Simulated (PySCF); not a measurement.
BCl₃, SMILES ClB(Cl)Cl. Atoms are numbered in the order given.

```xyz
4

B      0.0000     0.0000     0.0000
Cl     1.7417     0.0000     0.0000
Cl    -0.8709    -1.5084     0.0000
Cl    -0.8709     1.5084     0.0000
```
Charge 0, spin multiplicity 1.

Geometry optimised at PBE0-D3(BJ)/def2-SVP. The isomer is the one that the SMILES or the coordinates give; other isomers of the formula were not compared.

Method: PySCF with TDA-M06-2X/def2-SVPD.

Vertical excitations; the highest root listed may be one member of a degenerate set. Gas-phase values at a fixed geometry. State labels are in the subgroup C2v.

Computed lowest excited states:
```tsv
state	symmetry	energy (eV)	λ (nm)	f	main pairs
S1	A2	5.91	210	0.000	HOMO→LUMO 99 %
S2	A2	6.75	184	0.000	HOMO−4→LUMO (degenerate set)
S3	B2	6.75	184	0.000	HOMO−3→LUMO (degenerate set)
S4	B1	7.32	169	0.171	HOMO−1→LUMO (degenerate set)
S5	A1	7.32	169	0.171	HOMO−2→LUMO (degenerate set)
S6	B1	8.17	152	0.000	HOMO→LUMO+1 92 %
S7	A2	8.85	140	0.000	HOMO−1→LUMO+1 (degenerate set)
S8	B2	8.85	140	0.000	HOMO−2→LUMO+1 (degenerate set)
S9	A1	9.08	137	0.185	HOMO−3→LUMO+1, HOMO→LUMO+3 (degenerate set)
S10	B1	9.08	137	0.185	HOMO−4→LUMO+1, HOMO→LUMO+2 (degenerate set)
T1	A2	5.78	214	0	HOMO→LUMO 99 %
T2	B1	6.32	196	0	HOMO−1→LUMO (degenerate set)
T3	A1	6.32	196	0	HOMO−2→LUMO (degenerate set)
T4	A2	6.61	188	0	HOMO−4→LUMO 99 %
```
Triplets are in the Tamm–Dancoff approximation.
